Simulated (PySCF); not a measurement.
Isomers of C4H3N. Method: TDDFT wB97X-D/def2-SVPD, vertical, gas phase, core orbitals frozen in the response (PySCF 2.14.0, density-fitted response routines). Geometries: GFN2-xTB; one conformer of each isolated species. Triplets are in the Tamm–Dancoff approximation.

A. `N#CC1C=C1`
B. `CC#CC#N`
C. `C#C[C@@H]1C=N1`
D. `C#CCC#N`

Lowest singlet levels (six at most, fewer where fewer were computed) with oscillator strengths:

1. 254 nm (f 0.006); 201 nm (f 0.013); 194 nm (f 0.005); 185 nm (f 0.028); 174 nm (f 0.027); 166 nm (f 0.026); T1 4.28 eV
2. 195 nm (f 0.012); 180 nm (f 0.087); 169 nm (f 0.000); 165 nm (f 0.001); 157 nm (f 0.046); 156 nm (f 0.000); T1 4.47 eV
3. 184 nm (f 0.000); 177 nm (f 0.002); 176 nm (f 0.001); 157 nm (f 0.004); 155 nm (f 0.032); 153 nm (f 0.057); T1 5.60 eV
4. 237 nm (f 0.000); 227 nm (f 0.001 summed over 2 states); 158 nm (f 0.015 summed over 2 states); 156 nm (f 0.000); 150 nm (f 0.001 summed over 2 states); T1 4.32 eV

Question: Which spectrum belongs to which structure?

Answer: 1 = C, 2 = A, 3 = D, 4 = B.
- A: S1 at 6.35 eV, HOMO→LUMO (91%); Löwdin shares by element: HOMO carbon 52% or more, nitrogen 32% (atoms not listed hold the other 17%); LUMO carbon 80% or more, hydrogen 7% or more; HOMO -10.47 and LUMO 0.93 eV; point group Cs, 2 of its 6 listed states under f = 0.0005.
- B: S1 at 5.23 eV, HOMO-1/HOMO→LUMO/LUMO+1 (≥90%); Löwdin shares by element: HOMO (one of a set within 0.03 eV) carbon 69% or more, nitrogen 21%; LUMO (one of a set within 0.03 eV) carbon 64% or more, nitrogen 23%; HOMO -10.20 and LUMO 0.66 eV; point group C3v, 6 of its 8 listed states under f = 0.0005.
- C: S1 at 4.88 eV, HOMO→LUMO (88%), HOMO-3→LUMO (9%); Löwdin shares by element: HOMO carbon 64% or more, nitrogen 20% (atoms not listed hold the other 16%); LUMO carbon 48% or more, nitrogen 38%, hydrogen 8% or more; HOMO -9.21 and LUMO 0.88 eV.
- D: S1 at 6.73 eV, HOMO→LUMO (34%), HOMO→LUMO+1 (33%), HOMO-1→LUMO+2 (13%); Löwdin shares by element: HOMO carbon 88% or more; LUMO carbon 67% (atoms not listed hold the other 33%); HOMO -10.48 and LUMO 1.80 eV; point group Cs, 1 of its 6 listed states under f = 0.0005.

A slash joins orbitals within 0.01 eV of each other, whose weights are summed (≥ marks a lower bound).
